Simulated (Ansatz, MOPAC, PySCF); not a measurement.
Gas-phase reaction in SMILES: CC#N [acetonitrile] → [CH3] (CH3) + [C]#N (the C-C bond breaks)

Property: bond dissociation energy (enthalpy at 298 K), in kcal/mol. Conventions: frozen cores in correlated levels; no dispersion term unless named; non-relativistic; 6-31G* and kin with 6d, 5d where marked; spin-orbit terms left out; UHF or UKS for open shells. Ab initio and DFT rows: single points at B3LYP-D3(BJ) geometries (Ansatz, a program for electronic structure), with unscaled harmonic terms from B3LYP/6-31G* at its own minima. Semi-empirical rows: MOPAC heats of formation at their own minima for 298 K. A UHF reference is markedly spin-contaminated in at least one set, which strains HF and MP2.

Measured values: Active Thermochemical Tables 1.112 (ions: stationary electron), as tabulated in the package chemicals; G2/97 table in ASE (Curtiss et al.); they hold spin-orbit and core effects, anharmonicity. 

Value to compare with, the measured value: 121.9 kcal/mol.

| level | program | bond dissociation energy (enthalpy at 298 K) (kcal/mol) | error |
|---|---|---|---|
| AM1 | MOPAC | 123.0 | 1.1 |
| PM6 | MOPAC | 109.1 | -12.8 |
| MNDO | MOPAC | 131.8 | 9.9 |
| HF/6-31G* | Ansatz | 97.2 | -24.7 |
| PBE/3-21G | Ansatz | 128.8 | 6.9 |
| B3LYP/3-21G | Ansatz | 127.1 | 5.2 |
| B3LYP/6-31G | Ansatz | 122.9 | 1.0 |
| MP2/6-31G* | Ansatz | 142.9 | 21.0 |
| B3PW91/6-31G* (5d) | PySCF | 124.9 | 3.0 |
| PBE/def2-TZVPD | Ansatz | 123.3 | 1.4 |

Among the 9 habitual levels, HF/6-31G* lies farthest from the measured value (-24.7 kcal/mol); 7 of 9 lie above it, and their mean absolute error is 9.5 kcal/mol, the median 6.9. One case shows no general order.

The levels are drawn from those run, B3LYP/6-31G* more often than the rest, none by its result; runs whose electronic state is in doubt are left out.
